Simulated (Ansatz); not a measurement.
A made-up structure of NaBNH₃, closed shell:

| atom | x (Å) | y (Å) | z (Å) |
| --- | --- | --- | --- |
| N1 | 0.0614 | -0.6332 | 0.3434 |
| B2 | 0.1972 | 0.4253 | -0.2634 |
| Na3 | -1.6534 | 1.4737 | -0.5936 |
| H4 | -0.8348 | -1.1047 | 0.7269 |
| H5 | 0.8586 | -1.0075 | 0.4450 |
| H6 | 1.3711 | 0.8464 | -0.6583 |

It is relaxed with PBE-D4/def2-SVP and then PBE0-D4/def2-TZVP (Ansatz 0.2.0). Atoms count as bonded within 1.22 times the sum of their covalent radii (H–H: 0.88 Å). The end point is not checked to be a true minimum.

(1) Does its bonding change? (Judge from chemistry; the calculation decides.)

## Answers

(1) The calculation gives: Yes. Formed: none; broken: N1–Na3.

Where it ends: The first stage lowers the energy by 2.27 eV in 7 steps. It ends as NaBNH₃ ([NH2][BH][Na]):
```
atom    x (Å)    y (Å)    z (Å)
  N1   0.1588  -0.7460   0.3932
  B2   0.1298   0.4765  -0.2826
 Na3  -1.8682   1.8928  -0.7981
  H4  -0.6573  -1.2036   0.7590
  H5   1.0076  -1.2670   0.5671
  H6   1.2293   0.8472  -0.6386
```

Labels in which every atom is bracketed show which atoms are joined, not bond orders.

For scale, one of the runs: PBE0-D4/def2-TZVP relaxation, 112 basis functions, launched by `ansatz run in.yaml --threads 2 --pin off --events-out ev --progress --plain --max-ram 4352MiB`. Hardware: 2 CPU threads of an Arm Neoverse V1, shared host. Wall time about 16 s.
